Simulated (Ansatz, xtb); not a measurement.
## C3H5−: where a starting geometry ends

The starting geometry of this gas-phase singlet has its atoms placed at random.

```xyz
8

C    -0.0013    0.7522    0.7946
C     1.9754    0.6632    0.2164
C    -0.1299   -1.1481   -0.0522
H    -0.6705    0.1060    0.3974
H     1.2093    1.2310    0.8700
H    -1.1007   -0.8481   -0.2294
H     0.1918   -1.5326    1.3785
H     1.4838   -0.7471    0.5037
```

**Question.** Guess where an optimisation with r2SCAN-D4/def2-SVPD ends from this start.

**Answer.** It ends as `C=[C-]C`. Contacts that open: C1–H4 (1.01 → 2.17 Å), C1–H5 (1.30 → 2.16 Å). Contacts that close: C1–C2 (2.06 → 1.35 Å), C1–C3 (2.08 → 1.51 Å), C2–H8 (1.52 → 1.13 Å), C3–H4 (1.44 → 1.11 Å), C3–H7 (1.52 → 1.13 Å).

The energy falls by 13.82 eV over 30 steps:

```csv
step,E − E(last) (eV)
1,13.817
4,5.947
7,3.907
11,3.086
14,2.813
17,1.672
20,0.139
24,0.033
27,0.006
30,0.000
```

Final geometry (Å):

```
atom    x (Å)    y (Å)    z (Å)
   C   0.0762   0.6364   0.4188
   C   1.3394   0.6692   0.8938
   C  -0.4462  -0.7536   0.1492
   H  -0.7589  -0.8704  -0.9076
   H   1.8704   1.6036   1.1427
   H  -1.3621  -0.9604   0.7383
   H   0.2848  -1.5887   0.3720
   H   1.9542  -0.2596   1.0718
```

From the same start GFN2-xTB reaches the same bonding as this run.

From so rough a start the end depends on the optimiser's path, so another program may land elsewhere. No frequencies were run, so the end isn't proven a minimum. Run with Ansatz 0.2.0, 32 s on 2 threads of Arm Neoverse V2, on a shared host.
